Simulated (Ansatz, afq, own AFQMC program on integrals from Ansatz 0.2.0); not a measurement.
# Where AFQMC and coupled cluster stand for AlCl, singlet

```xyz
2

Al    0.0135    0.2131    0.0309
Cl   -0.1210   -1.9074   -0.2769
```

Basis def2-TZVP. Noble-gas cores (and the filled d shells of Ga–Kr and In–Xe) are frozen. Integrals, coupled cluster, full CI and functionals: Ansatz 0.2.0; the random walks run on the same integrals in our own AFQMC program. ph-AFQMC/CISD is guided by a CISD state made of CCSD amplitudes; releasing the constraint for a short imaginary time cuts its bias at the price of noise, slowly where states lie close. Error bars are statistical, one sigma.

Determinant: RHF, the one that the program's search chose, which needn't be the lowest solution. The geometry is a PBE0/def2-SVP stationary point of this or a neighbouring charge and spin state.

No full CI on the walks' own integrals is used here; CCSDT(Q) serves as the reference and is uncertain by about the last step of the cluster series.

The T1 diagnostic is 0.0113, the weight of the determinant in the CISD state is 0.865 and the size of the correlated space is 10 electrons in 64 orbitals.

Q: Estimate: order these by the size of their error in total energy against CCSDT(Q), smallest first.
A. CCSD
B. MP2
C. AFQMC with the constraint released
D. CCSD(T)

A: C (0.1 ± 0.3 kJ/mol), D (3.4 kJ/mol), A (32.2 kJ/mol), B (103.6 kJ/mol).

Reference: CCSDT(Q), correlation energy -7.538 eV. The released energy is read at 2.40 1/Eh (meV from the phaseless value at times in 1/Eh: 1 ± 4 at 0.24, -3 ± 4 at 0.51, -7 ± 4 at 0.99, 1 ± 4 at 1.62, -2 ± 4 at 2.40).

A walk keeps the symmetry of its determinant, which the program's search chose and which needn't be the lowest solution, so a lower state of the same spin and another symmetry isn't excluded. Released energies are given only where the last usable release times agree within the noise; a slower fall can still hide under it.
